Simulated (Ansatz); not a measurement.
Relaxation of C$_{2}$H$_{5}$N$_{3}$ (10 atoms, charge 0, multiplicity 1), to a largest force component of 0.015 eV/Å in at most 40 steps.

Method: RKS PBE/def2-SVPD in Ansatz.

```xyz
10
Properties=species:S:1:pos:R:3:forces:R:3
N -2.321 0.697 0.826 -4.52 1.51 1.73
C -1.090 0.743 0.775 2.03 -0.05 0.14
N -0.542 -0.039 -0.186 6.68 -0.53 -0.85
C 0.850 -0.055 -0.170 -5.03 -0.07 -0.25
N 1.506 -0.798 -1.071 2.42 0.93 1.58
H -2.654 0.118 0.060 -0.32 -0.44 -0.27
H -0.473 1.361 1.485 -0.17 -0.23 -0.21
H 1.444 0.514 0.541 0.33 0.28 0.51
H 0.992 -1.029 -1.858 -1.41 -0.93 -2.23
H 2.457 -0.460 -1.244 -0.01 -0.46 -0.15
```

**Question.** Where does it end, and by what steps?

**Answer.** The run converged. After 8 steps the energy has fallen by 0.789 eV; H6 moved furthest, 0.25 Å.

```csv
step,energy less start (eV),largest force component (eV/Å),accepted
0,0.0000,6.684,yes
1,-0.6366,2.730,yes
2,-0.7119,0.915,yes
3,-0.7094,1.120,no
4,-0.7746,0.430,yes
5,-0.7768,0.336,yes
6,-0.7847,0.307,yes
7,-0.7885,0.041,yes
8,-0.7886,0.010,yes
```

```xyz
10
Properties=species:S:1:pos:R:3
N -2.399 0.759 0.916
C -1.127 0.688 0.765
N -0.467 -0.022 -0.236
C 0.828 0.016 -0.241
N 1.569 -0.637 -1.168
H -2.857 0.204 0.174
H -0.487 1.240 1.496
H 1.427 0.583 0.508
H 1.101 -1.180 -1.892
H 2.583 -0.601 -1.165
```

The run took 19 s on 2 threads of Intel(R) Xeon(R) CPU @ 2.80GHz (Skylake/Cascade Lake), with other jobs on the host, peak memory 0.28 GiB.
